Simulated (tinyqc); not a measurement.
Worked calculation: UHF in the sto-6g basis, for CH, spin multiplicity 4. One step of it, computed by the program tinyqc.

Problem. Iteration 1: building the Fock matrix. J_ij = sum D_kl (ij|kl) with D = D(alpha) + D(beta), K_ij = sum D_kl (ik|jl) for each spin; F = H + J - K(s); E = tr D H + tr D J / 2 - 0.5 sum_s tr D(s) K(s) + E_nn.

D(alpha) at the start:
```
,1C 1s,1C 2s,1C 2px,1C 2py,1C 2pz,2H 1s
1C 1s,1.528117,-0.364947,0.000000,0.000000,0.006328,-0.014346
1C 2s,-0.364947,1.504749,0.000000,0.000000,-0.025463,0.064346
1C 2px,0.000000,0.000000,0.470290,0.000000,0.000000,0.000000
1C 2py,0.000000,0.000000,0.000000,0.470290,0.000000,0.000000
1C 2pz,0.006328,-0.025463,0.000000,0.000000,0.441776,0.040609
2H 1s,-0.014346,0.064346,0.000000,0.000000,0.040609,0.683824
```

D(beta) at the start:
```
,1C 1s,1C 2s,1C 2px,1C 2py,1C 2pz,2H 1s
1C 1s,0.611247,-0.145979,0.000000,0.000000,0.002531,-0.005739
1C 2s,-0.145979,0.601899,0.000000,0.000000,-0.010185,0.025738
1C 2px,0.000000,0.000000,0.188116,0.000000,0.000000,0.000000
1C 2py,0.000000,0.000000,0.000000,0.188116,0.000000,0.000000
1C 2pz,0.002531,-0.010185,0.000000,0.000000,0.176710,0.016244
2H 1s,-0.005739,0.025738,0.000000,0.000000,0.016244,0.273529
```

core Hamiltonian H = T + V (hartree):
```
,1C 1s,1C 2s,1C 2px,1C 2py,1C 2pz,2H 1s
1C 1s,-18.344200,-4.209690,0.000000,0.000000,-0.012432,-0.686622
1C 2s,-4.209690,-5.068455,0.000000,0.000000,-0.130036,-1.635668
1C 2px,0.000000,0.000000,-4.052366,0.000000,0.000000,0.000000
1C 2py,0.000000,0.000000,0.000000,-4.052366,0.000000,0.000000
1C 2pz,-0.012432,-0.130036,0.000000,0.000000,-4.139450,-1.471812
2H 1s,-0.686622,-1.635668,0.000000,0.000000,-1.471812,-2.878720
```

Two-electron integrals (ij|kl) in chemists' order, unique and non-zero (hartree):
```
i,j,k,l,(ij|kl)
1,1,1,1,3.543743
2,1,1,1,0.529462
2,1,2,1,0.100317
2,2,1,1,0.853596
2,2,2,1,0.199930
2,2,2,2,0.624844
3,1,3,1,0.021271
3,2,3,1,0.031868
3,2,3,2,0.138108
3,3,1,1,0.853598
3,3,2,1,0.199930
3,3,2,2,0.624843
3,3,3,3,0.673218
4,1,4,1,0.021271
4,2,4,1,0.031868
4,2,4,2,0.138108
4,3,4,3,0.036281
4,4,1,1,0.853598
4,4,2,1,0.199930
4,4,2,2,0.624843
4,4,3,3,0.600655
4,4,4,4,0.673218
5,1,5,1,0.021271
5,2,5,1,0.031868
5,2,5,2,0.138108
5,3,5,3,0.036281
5,4,5,4,0.036281
5,5,1,1,0.853598
5,5,2,1,0.199930
5,5,2,2,0.624843
5,5,3,3,0.600655
5,5,4,4,0.600655
5,5,5,5,0.673218
6,1,1,1,0.089937
6,1,2,1,0.016418
6,1,2,2,0.032235
6,1,3,3,0.032114
6,1,4,4,0.032114
6,1,5,1,0.001077
6,1,5,2,0.002099
6,1,5,5,0.032476
6,1,6,1,0.002763
6,2,1,1,0.234229
6,2,2,1,0.055778
6,2,2,2,0.194358
6,2,3,3,0.189585
6,2,4,4,0.189585
6,2,5,1,0.005674
6,2,5,2,0.039213
6,2,5,5,0.203904
6,2,6,1,0.009445
6,2,6,2,0.083090
6,3,3,1,0.005711
6,3,3,2,0.029953
6,3,5,3,0.007480
6,3,6,3,0.009572
6,4,4,1,0.005711
6,4,4,2,0.029953
6,4,5,4,0.007480
6,4,6,4,0.009572
6,5,1,1,0.210016
6,5,2,1,0.050673
6,5,2,2,0.186763
6,5,3,3,0.177606
6,5,4,4,0.177606
6,5,5,1,0.010073
6,5,5,2,0.064184
6,5,5,5,0.205076
6,5,6,1,0.008957
6,5,6,2,0.094566
6,5,6,5,0.115165
6,6,1,1,0.401008
6,6,2,1,0.097316
6,6,2,2,0.386122
6,6,3,3,0.366574
6,6,4,4,0.366574
6,6,5,1,0.011535
6,6,5,2,0.108909
6,6,5,5,0.425217
6,6,6,1,0.016700
6,6,6,2,0.216960
6,6,6,5,0.271657
6,6,6,6,0.774999
```

nuclear repulsion = 2.42927564 hartree

Give: Coulomb J; exchange K(alpha); exchange K(beta); F(alpha); F(beta); total energy of this density.

Solution.

Coulomb J (hartree):
```
,1C 1s,1C 2s,1C 2px,1C 2py,1C 2pz,2H 1s
1C 1s,10.9369,1.9466,0.0000,0.0000,0.0113,0.3244
1C 2s,1.9466,4.5721,0.0000,0.0000,0.1093,1.4597
1C 2px,0.0000,0.0000,4.5524,0.0000,0.0000,0.0000
1C 2py,0.0000,0.0000,0.0000,4.5524,0.0000,0.0000
1C 2pz,0.0113,0.1093,0.0000,0.0000,4.6113,1.4371
2H 1s,0.3244,1.4597,0.0000,0.0000,1.4371,3.1213
```

exchange K(alpha) (hartree):
```
,1C 1s,1C 2s,1C 2px,1C 2py,1C 2pz,2H 1s
1C 1s,5.2107,0.8147,0.0000,0.0000,0.0079,0.1529
1C 2s,0.8147,1.2219,0.0000,0.0000,0.0713,0.5218
1C 2px,0.0000,0.0000,0.5776,0.0000,0.0000,0.0000
1C 2py,0.0000,0.0000,0.0000,0.5776,0.0000,0.0000
1C 2pz,0.0079,0.0713,0.0000,0.0000,0.6520,0.3694
2H 1s,0.1529,0.5218,0.0000,0.0000,0.3694,0.7570
```

exchange K(beta) (hartree):
```
,1C 1s,1C 2s,1C 2px,1C 2py,1C 2pz,2H 1s
1C 1s,2.0843,0.3259,0.0000,0.0000,0.0031,0.0612
1C 2s,0.3259,0.4888,0.0000,0.0000,0.0285,0.2087
1C 2px,0.0000,0.0000,0.2310,0.0000,0.0000,0.0000
1C 2py,0.0000,0.0000,0.0000,0.2310,0.0000,0.0000
1C 2pz,0.0031,0.0285,0.0000,0.0000,0.2608,0.1478
2H 1s,0.0612,0.2087,0.0000,0.0000,0.1478,0.3028
```

F(alpha) (hartree):
```
,1C 1s,1C 2s,1C 2px,1C 2py,1C 2pz,2H 1s
1C 1s,-12.6180,-3.0778,0.0000,0.0000,-0.0090,-0.5152
1C 2s,-3.0778,-1.7183,0.0000,0.0000,-0.0921,-0.6978
1C 2px,0.0000,0.0000,-0.0776,0.0000,0.0000,0.0000
1C 2py,0.0000,0.0000,0.0000,-0.0776,0.0000,0.0000
1C 2pz,-0.0090,-0.0921,0.0000,0.0000,-0.1801,-0.4041
2H 1s,-0.5152,-0.6978,0.0000,0.0000,-0.4041,-0.5144
```

F(beta) (hartree):
```
,1C 1s,1C 2s,1C 2px,1C 2py,1C 2pz,2H 1s
1C 1s,-9.4916,-2.5889,0.0000,0.0000,-0.0043,-0.4234
1C 2s,-2.5889,-0.9852,0.0000,0.0000,-0.0493,-0.3847
1C 2px,0.0000,0.0000,0.2690,0.0000,0.0000,0.0000
1C 2py,0.0000,0.0000,0.0000,0.2690,0.0000,0.0000
1C 2pz,-0.0043,-0.0493,0.0000,0.0000,0.2111,-0.1825
2H 1s,-0.4234,-0.3847,0.0000,0.0000,-0.1825,-0.0602
```

total energy of this density = -38.802561 hartree

This density is the starting one; it is not idempotent, so its energy is not variational and may lie below the converged one.
